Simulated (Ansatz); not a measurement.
Rutile MgF2: LDA at its full settings (plane-wave cutoff 520 eV, 8×8×12 k mesh (along the axes of the cell as run), Fermi–Dirac smearing 0.01 eV, scalar-relativistic PAW data made under PBE) and at cheaper ones, in a cell of 6 atoms with Γ-centred meshes.

```tsv
level and setting	lattice parameter a (Å)	c axis length (Å)	bulk modulus B0 (GPa)
LDA (Ansatz)	4.555	3.012	112
LDA (Γ point alone) (Ansatz)	[?]	[?]	[?]
LDA (2×2×2 k mesh) (Ansatz)	4.528	3.055	112
LDA (4×4×4 k mesh) (Ansatz)	4.555	3.013	112
```

Estimate the withheld entries.


- LDA (Γ point alone) (Ansatz, an electronic-structure program), lattice parameter a (Å): 4.434
- LDA (Γ point alone) (Ansatz), c axis length (Å): 3.374
- LDA (Γ point alone) (Ansatz), bulk modulus B0 (GPa): 93.4

Largest shifts from the full settings: lattice constant a -2.66 % (LDA (Γ point alone)), against a difference of -1.43 % of the full result from the reference 4.621 Å (measured, temperature not stated, not corrected to a static lattice; as tabulated in Wikipedia's data pages); lattice parameter c +12.0 % (LDA (Γ point alone)), against a difference of -1.31 % of the full result from the reference 3.052 Å (measured, temperature not stated, no zero-point or thermal correction; as tabulated in Wikipedia's data pages); bulk modulus -16.6 % (LDA (Γ point alone)), against a difference of +6.7 % of the full result from the reference 105 ± 0.3 GPa (measured, room temperature, not corrected to a static lattice, adiabatic, Reuss average, Brillouin; as tabulated in Single-crystal elastic constants of magnesium difluoride (MgF2) to 7.4 GPa …).

The full settings aren't shown to be converged themselves.

Ansatz's density-functional and Hartree–Fock values are scalar-relativistic unless marked +SOC, with PAW data made under PBE.

Run with cheap settings on purpose, which may leave them unconverged: LDA (2×2×2 k mesh), LDA (4×4×4 k mesh), LDA (Γ point alone).
